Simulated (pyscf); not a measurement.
Thermochemistry of product channels of HN=Zr(Cl)–Cl (SMILES [NH]=[Zr]([Cl])[Cl]) + H• (SMILES [H]) on the doublet surface, in kJ/mol, from ωB97M-D3(BJ)/def2-TZVP energies (ideal gas, 1 atm, RRHO with modes under 100 cm⁻¹ raised to 100, one conformer, R ln 2 for rigid chiral ones). PySCF, gas phase, ωB97X-D3(BJ)/def2-SVP geometries.

```csv
products,ΔE,ΔH(298 K),ΔG(900 K),ΔG(1200 K)
NH₂• (SMILES [NH2]) + Cl–Zr–Cl (SMILES [Cl][Zr][Cl]) [triplet],?,+154.6,+120.9,+114.4
NH (SMILES [NH]) [triplet] + [Cl–ZrH–Cl]• (SMILES [Cl][ZrH][Cl]),?,+233.2,+193.2,+182.0
[HN–ZrH(Cl)–Cl]• (SMILES [NH][ZrH]([Cl])[Cl]),-123.7,-114.9,-24.6,+5.9
```

Task: Some entries are withheld; supply them.

Result: 
- NH₂• (SMILES [NH2]) + Cl–Zr–Cl (SMILES [Cl][Zr][Cl]) [triplet], ΔE: +141.7
- NH (SMILES [NH]) [triplet] + [Cl–ZrH–Cl]• (SMILES [Cl][ZrH][Cl]), ΔE: +235.9

These are energies of the channels, which say nothing of barriers. Open-shell species with a d-block atom are single-reference here; other states, and whether the spin sits on metal or ligand, were not checked. Elements past Kr carry the def2 core potentials, without spin-orbit coupling.
